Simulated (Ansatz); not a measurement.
A made-up structure of C2HS, doublet:

| atom | x (Å) | y (Å) | z (Å) |
| --- | --- | --- | --- |
| C1 | -0.2842 | -0.5664 | 0.9693 |
| C2 | -0.2609 | 0.1773 | -0.1369 |
| S3 | 1.3290 | -0.4276 | -0.0028 |
| H4 | 2.5508 | -0.7655 | 0.4895 |

It is relaxed with PBE-D4/def2-SVP and then PBE0-D4/def2-TZVP (Ansatz 0.2.0). Atoms count as bonded within 1.22 times the sum of their covalent radii (H–H: 0.88 Å). The end point is not checked to be a true minimum.

Question: Does its bonding change? (Judge from chemistry; the calculation decides.)

Answer: Computed: Yes. Formed: none; broken: C2–S3.

Where it ends: The first stage lowers the energy by 2.97 eV in 21 steps. It ends as C₂HS ([C][C][SH]):
C1  (0.234, -0.216, 0.278)
C2  (-0.826, 0.472, 0.479)
S3  (1.474, -1.196, -0.098)
H4  (2.452, -0.642, 0.660)
(Å)

Labels in which every atom is bracketed show which atoms are joined, not bond orders.

For scale, one of the runs: PBE0-D4/def2-TZVP relaxation, 105 basis functions, launched by `ansatz run in.yaml --threads 2 --pin off --events-out ev --progress --plain --max-ram 4352MiB`. The run took about 18 s on 2 CPU threads of an Arm Neoverse V1 (shared host).
